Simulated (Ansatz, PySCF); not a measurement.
System: methanethiol, CH4S, charge 0, multiplicity 1. SMILES: CS
Structure (B3LYP-D3(BJ)/def2-TZVP (Ansatz, a quantum-chemistry and plane-wave program) minimum search):
```xyz
6

C     -0.0402     1.1565     0.0077
S     -0.0524    -0.6664    -0.0048
H      1.2792    -0.8404     0.0008
H     -1.0838     1.4664     0.0045
H      0.4371     1.5427     0.9058
H      0.4463     1.5550    -0.8800
```


Property: enthalpy of formation at 298 K (from the atomisation energy, B3LYP-D3(BJ)/def2-TZVP harmonic zero-point and thermal terms from PySCF, and the atoms' enthalpies of formation in the G2/97 table; no spin-orbit terms, and no core term in the frozen-core levels), in kcal/mol. Correlated levels leave the core frozen unless marked. UHF or UKS for open shells. Spin-orbit coupling is left out. No relativistic terms. The coupled-cluster limit lacks core correlation, which all-electron functionals hold. CBS(X,Y): correlation extrapolated as X^-3; Hartree-Fock from the larger set. The bracket is a focal-point correction in the basis named.

Measured: -5.5 kcal/mol (G2/97 table in ASE (Curtiss et al.)); it holds spin-orbit and relativistic effects, which these rows lack, and core correlation, which the frozen-core levels lack. This is an older compilation, not checked against later work.

| level | program | enthalpy of formation at 298 K (kcal/mol) | error against measurement |
|---|---|---|---|
| HF/def2-SVP | Ansatz | 118.4 | 123.9 |
| PBE-D3(BJ)/def2-TZVPD | Ansatz + dftd3 | -11.3 | -5.8 |
| r2SCAN0/def2-TZVPD | Ansatz | -0.5 | 5.0 |
| LC-wPBE-D4/def2-TZVPD | Ansatz + dftd4 | -1.9 | 3.6 |
| wB97X/def2-TZVPD | Ansatz | -4.7 | 0.8 |
| MP2/STO-3G | Ansatz | -14.7 | -9.2 |
| MP2/def2-SVP | Ansatz | 23.5 | 29.0 |
| MP2/def2-SVPD | Ansatz | 17.9 | 23.4 |
| RI-MP2/cc-pV(Q+d)Z | Ansatz | -2.0 | 3.5 |
| RI-MP2/CBS(def2-TZVPP,def2-QZVPP) | Ansatz | -6.8 | -1.3 |
| SCS-MP2/aug-cc-pV(T+d)Z | Ansatz | 0.2 | 5.7 |
| CCSD(T)/6-31G | Ansatz | 78.4 | 83.9 |
| RI-MP2/CBS(def2-TZVPP,def2-QZVPP)+[CCSD(T)-MP2]/def2-TZVPP | Ansatz | -6.3 | -0.8 |
| RI-MP2/CBS(cc-pV(T+d)Z,cc-pV(Q+d)Z)+[CCSD(T)-MP2]/cc-pV(Q+d)Z | Ansatz | -6.2 | -0.7 |
| CCSD(T)/CBS(cc-pV(T+d)Z,cc-pV(Q+d)Z) | Ansatz | -6.1 | -0.6 |
